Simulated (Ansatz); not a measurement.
## H2B–Al, triplet in 6-31G: errors against full CI

Geometry: a point of a breathe scan, not a stationary point.

```yaml
atoms:
  - { symbol: B, position_ang: [0.0000, 0.0000, 2.3860] }
  - { symbol: Al, position_ang: [0.0000, 0.0000, -1.2016] }
  - { symbol: H, position_ang: [0.0000, 1.8783, 3.2872] }
  - { symbol: H, position_ang: [0.0000, -1.8783, 3.2872] }
```

Basis 6-31G; Ansatz 0.2.0. Only valence electrons are correlated (noble-gas cores frozen), which leaves 8 electrons in 20 orbitals. R marks a restricted (for open shells ROHF) determinant, U an unrestricted one. Active spaces: pair = (4e, 4o) about the gap; valence = (8e, 10o) chosen from the atoms' valence shells.

Full CI is exact within this basis and frozen core; it isn't the basis-set limit. The frozen core follows each run's orbitals, which can shift R against U totals by a few meV.

Unrestricted rows (U) aren't spin-pure: their determinants' ⟨S²⟩ exceeds S(S+1) by up to 0.55, so they mix in states of higher spin. HF rows: UHF is the lowest solution found. Coupled cluster chose its determinant by a search with trial CCSD, here up to 0.22 eV above the lowest Hartree–Fock solution of its kind, and MP2 stands on that determinant too.

* UHF ⟨S²⟩: 2.546
* T1 diagnostic (RCCSD): 0.0458
* largest doubles amplitude (RCCSD): 0.135
* T1 diagnostic (UCCSD): 0.0884

| level | E − E(full CI) (kJ/mol) | share of correlation (%) | wall time |
| --- | --- | --- | --- |
| UHF | 299.3 | 25.70 | – |
| RMP2 | 170.1 | 57.76 | – |
| UMP2 | 168.8 | 58.09 | – |
| RCCSD | 23.2 | 94.23 | – |
| UCCSD | 15.7 | 96.09 | – |
| RCCSD(T) | 8.6 | 97.86 | 6 s |
| UCCSD(T) | 9.0 | 97.78 | 5.5 s |
| BCCD(T) | 9.0 | 97.76 | 6 s |
| RCCSDT | 0.9 | 99.78 | – |
| UCCSDT | 1.2 | 99.69 | – |
| RCCSDT(Q) | 0.5 | 99.89 | 11 s |
| UCCSDT(Q) | 0.5 | 99.88 | 10 s |
| CASSCF (valence space) | 53.0 | 86.83 | – |
| NEVPT2 (valence space) | 18.6 | 95.39 | 11 s |
| MRCISD (valence space) | 2.5 | 99.38 | – |
| MRCISD+Q (valence space) | 1.6 | 99.61 | 13 s |

The correlation energy at full CI, counted from the determinant under the R cluster runs, is -4.174 eV. That run took 2.1 min on 1 thread of Arm Neoverse V1, shared host over 5,855,680 determinants.

Run but not shown, since their state, orbitals or frozen core can't be matched to the reference's or they repeat it: RHF, CISD, CISDTQ, CASSCF (pair space), NEVPT2 (pair space), MRCISD (pair space), MRCISD+Q (pair space).

Times hold each run's SCF and search for its determinant on a shared host, so for small cases they say little of a method's own cost; they ran on 1 thread of Arm Neoverse V1. Some runs computed forces too.

The full-CI state has the irrep B1 of C2v, in the program's axes.

Natural occupations of full CI about the gap: 1.907 1.880 1.776 0.991 0.977 0.154 0.130 0.062 0.054 0.042; effectively unpaired electrons, Σ n²(2−n)², 2.41.
